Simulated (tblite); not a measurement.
Species: C₄H₇OS (doublet state).
Z-matrix (Å and degrees, GFN2-xTB geometry), rows numbered from 1:
```
C 
S   1  1.8133
C   2  1.8247  1   97.30
C   3  1.5313  2  114.59  1  -167.50
C   4  1.4942  3   83.01  2   116.32
O   5  1.3880  4   94.32  3    -1.37
H   1  1.0844  2  106.91  3   173.27
H   1  1.0868  2  109.56  3   -67.19
H   1  1.0859  2  108.49  3    54.11
H   3  1.0929  2  108.17  1    58.82
H   4  1.0914  3  114.83  2     0.40
H   4  1.0900  3  115.21  2  -127.82
H   5  1.0734  4  131.77  3  -139.10
```

Method: GFN2-xTB as coded in tblite; computed harmonic values from a numerical Hessian at the method's own geometry, unscaled. The method is semi-empirical: single wavenumbers can be off by several per cent or more. One conformer, not necessarily the lowest. Open shells enter through the occupations alone, without spin polarisation, and single modes of such species can be off by tens of per cent.

Harmonic wavenumbers (cm⁻¹): 60.8, 134.6, 152.3, 175.0, 317.4, 371.1, 547.5, 643.3, 735.9, 849.1, 925.3, 952.5, 955.3, 974.4, 999.8, 1032.8, 1055.3, 1155.9, 1188.4, 1209.3, 1215.9, 1246.2, 1313.0, 1430.3, 1444.2, 1444.6, 2925.3, 2950.2, 2977.7, 3019.9, 3037.8, 3067.3, 3114.4.

A = 6654, B = 2056, C = 1741 MHz; mass 103.022 u (most abundant isotopes); point group C1, symmetry number 1; spin multiplicity 2.

Question: What is the zero-point energy?

Answer: Half the sum of the wavenumbers: 21811 cm⁻¹ = 260.92 kJ/mol.

Question: Give the ideal-gas entropy at 273.15 K and 1 bar in the rigid-rotor, harmonic-oscillator model (classical rotation).

Answer: Translation 164.84, rotation 111.89, vibration 65.03, spin (R ln 2) 5.76: S = 347.5 J/(mol K).

Question: And Cp and H(273.15 K) − H(0)?

Answer: Cp = 103.29 J/(mol K), of which vibrations give 70.03 (their classical limit is 33 R = 274.4); H(273.15 K) − H(0) = 18.65 kJ/mol without the zero-point energy, 9.56 from vibrations.

Question: How do the functions run with temperature in this model?

Answer: 
| T (K) | S (J/(mol K)) | Cp (J/(mol K)) | H − H(0) (kJ/mol) | G − H(0) (kJ/mol) | ln q(vib) |
| --- | --- | --- | --- | --- | --- |
| 150 | 296.3 | 72.3 | 7.94 | -36.51 | 1.70 |
| 250 | 338.7 | 96.7 | 16.33 | -68.34 | 3.25 |
| 298.15 | 356.9 | 110.5 | 21.32 | -85.08 | 4.00 |
| 400 | 393.5 | 139.5 | 34.07 | -123.32 | 5.58 |
| 600 | 459.0 | 183.5 | 66.67 | -208.70 | 8.71 |
| 900 | 541.8 | 224.2 | 128.37 | -359.24 | 13.26 |

q(vib) and H(0) count from the zero-point level.

Question: Blend soft modes into free rotors: weight 1/[1 + (100 cm⁻¹/ν̃)⁴] for the oscillator and the rest for a rotor with moment μB/(μ + B), μ = h/(8π²ν), B = 10⁻⁴⁴ kg m². What vibrational entropy results?

Answer: 61.08 J/(mol K) in place of 65.03, which changes −T·S at 273.15 K by +1.08 kJ/mol.

Question: What must be added to the electronic energy to get the Gibbs energy at 273.15 K and 1 bar?

Answer: ZPE + [H(273.15 K) − H(0)] − T·S = 260.92 + 18.65 − 94.93 = 184.64 kJ/mol.

Question: Which modes carry the vibrational entropy at 273.15 K?

Answer: 60.8 cm⁻¹: 17.82; 134.6 cm⁻¹: 11.35; 152.3 cm⁻¹: 10.37; 175.0 cm⁻¹: 9.28; 317.4 cm⁻¹: 4.95; 371.1 cm⁻¹: 3.95 J/(mol K); the other 27 give 7.33 together.

Hindered rotation and anharmonicity are outside this model. Other conformers, if any are populated, would add a mixing term that is left out. The structure is chiral; the term R ln 2 for an equal mix with its mirror image is left out.
